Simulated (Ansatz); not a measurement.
Stepwise reaction of `[NH2][AlH][NH2]` with hydrogen chloride, as a gas-phase model of exchange steps in deposition or etching. ΔE in kJ/mol; ΔG adds harmonic PBE0-D4 terms to CCSD(T)/CBS, at 1 bar.

Calculated with Ansatz (gas phase, PBE0-D4/def2-TZVP geometries, no zero-point term in ΔE). CBS: MP2 limit from def2 TZ/QZ plus the TZ coupled-cluster correction, frozen cores. This one scheme is used for every species. Functionals use def2-TZVPP. B3LYP here is the variant with VWN-RPA as its local correlation; programs differ in this. Each species was taken in one conformer, which may not be the lowest.

```tsv
step	reaction	PBE-D4	B3LYP-D4	ωB97M-V	CCSD(T)/CBS	ΔG(600 K)
1	`[NH2][AlH][NH2]` + HCl → `[NH2][AlH][Cl]` + NH₃	-82.6	-81.2	-82.9	-82.4	-76.5
2	`[NH2][AlH][Cl]` + HCl → `[Cl][AlH][Cl]` + NH₃	-64.8	-63.2	-65.0	-65.6	-56.1
```

(1) By hand: ΔE of the 2 steps together at CCSD(T)/CBS.

Answers

(1) (-82.4) + (-65.6) = -148.0 kJ/mol, or -74.0 kJ/mol a step.

In ΔE each step is higher than the one before. All are downhill at CCSD(T)/CBS. ΔG lies between -76.5 and -56.1 kJ/mol a step. PBE-D4 differs from CCSD(T)/CBS by -0.2 to 0.8 kJ/mol a step. Isolated molecules leave out the surface, adducts and barriers. Largest T1 diagnostic: 0.010.
